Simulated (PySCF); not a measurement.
Species: C₆H₅ (doublet state).
Structure used (GFN2-xTB), in Å, numbered top down from 1:
```xyz
11
C6H5 angstrom
C     -2.379   -0.991   -0.152
C     -1.134   -0.624   -0.072
C     -0.647    0.753   -0.072
C      0.652    1.068    0.017
C      1.688    0.123    0.120
C      2.581   -0.677    0.209
H     -3.345   -0.547   -0.231
H     -0.343   -1.365    0.002
H     -1.392    1.532   -0.147
H      0.965    2.106    0.013
H      3.360   -1.375    0.287
```

The hyperfine couplings belong to this conformer and change with its torsions.

The species is `C(/C=C\C#C)=[C]/[H]` [radical].

Computed with PySCF 2.14.0, UKS B3LYP, pcH-1 on C H, non-relativistic, mean-field spin-orbit, GIAO. Geometry: GFN2-xTB, one conformer, isolated molecule. The geometry wasn't refined by DFT: couplings that depend on bond lengths, twists or pyramidal angles can differ widely from those at the functional's own minimum. Stability of the SCF solution: not tested.

Principal values of hyperfine tensors in MHz (contact and dipolar terms together), for some of the nuclei:

```tsv
atom	isotope	A1	A2	A3
C1	13C	252.92	281.37	479.95
C3	13C	83.89	93.30	102.97
H7	1H	5.17	29.98	79.34
H10	1H	9.44	9.58	13.25
C2	13C	-28.04	-5.03	8.33
H9	1H	-12.28	-9.18	-0.08
C5	13C	2.40	3.68	4.96
H11	1H	0.94	1.02	2.98
```

Split each tensor into its isotropic and traceless parts, and turn a_iso into mT with g = 2.0022.

a_iso is a third of the trace, T = A − a_iso, and a(mT) = a(MHz)/(g × 13.996).

```
atom  a_iso (MHz)  a_iso (mT)      T1      T2      T3
  C1       338.08      12.064  -85.16  -56.71  141.87
  C3        93.39       3.332   -9.49   -0.09    9.59
  H7        38.16       1.362  -32.99   -8.19   41.18
 H10        10.76       0.384   -1.32   -1.18    2.49
  C2        -8.25      -0.294  -19.79    3.21   16.58
  H9        -7.18      -0.256   -5.10   -2.00    7.10
  C5         3.68       0.131   -1.28    0.00    1.28
 H11         1.65       0.059   -0.70   -0.63    1.33
```

What spin density at the nucleus of H7 lies behind its contact coupling (g_N = 5.58569)?

a_FC = (2μ0/3) gₑ μB g_N μN ρ(0)/(2S·h) = 800.24 MHz × g_N × ρ(0)/(2S), with ρ in bohr⁻³. With a_FC = 38.16 MHz and 2S = 1, ρ(0) = 0.008538 bohr⁻³. In magnitude that is 2.7 % of the 1/π = 0.318 of a free hydrogen atom.

H8 (1H, g_N = 5.58569) isn't in the table. Its spin density at the nucleus is 0.02642 bohr⁻³. What is its contact coupling?

By the same relation, a_FC = 118.1 MHz. Its full tensor has the principal values 111.22, 112.62, 130.46 MHz.

Name the largest traceless tensor T of the table and describe it.

C1: -85.2, -56.7, 141.9 MHz, rhombic: the two smaller values differ by 20 % of the largest.

In a single crystal, with the field along each principal axis of the tensor of H7 in turn, what first-order splitting does this nucleus give (isotropic g, quadrupole terms neglected)?

2 lines (I = 1/2), spaced by |A_i|/(g × 13.996): 0.18, 1.07, 2.83 mT along the axes of A1, A2 and A3.
